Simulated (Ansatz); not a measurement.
A displaced shape of doublet SiH:

```xyz
2

Si    0.0089   -0.0473   -0.1162
H     0.0071    0.0494    1.4358
```

It was optimised with HF/def2-SVP in Ansatz (development build ahead of 0.2.0) to forces under 0.001 eV/Å, with unrestricted orbitals. Each step stands on the lowest determinant of that kind that the program's search found.

(1) What shape does it relax to, and how does the optimisation go?

## Answers

(1)

```xyz
2

Si    0.0089   -0.0462   -0.0987
H     0.0072    0.0484    1.4184
```

Bond lengths: Si1–H2 1.520 Å.

```json
{"step": "1", "E − E(start) (eV)": "0.0000", "largest force (eV/Å)": "0.5295"}
{"step": "2", "E − E(start) (eV)": "-0.0092", "largest force (eV/Å)": "0.0915"}
{"step": "3", "E − E(start) (eV)": "-0.0095", "largest force (eV/Å)": "0.0013"}
{"step": "4", "E − E(start) (eV)": "-0.0095", "largest force (eV/Å)": "0.0000"}
```

The optimisation ended after 4 steps with its threshold met.
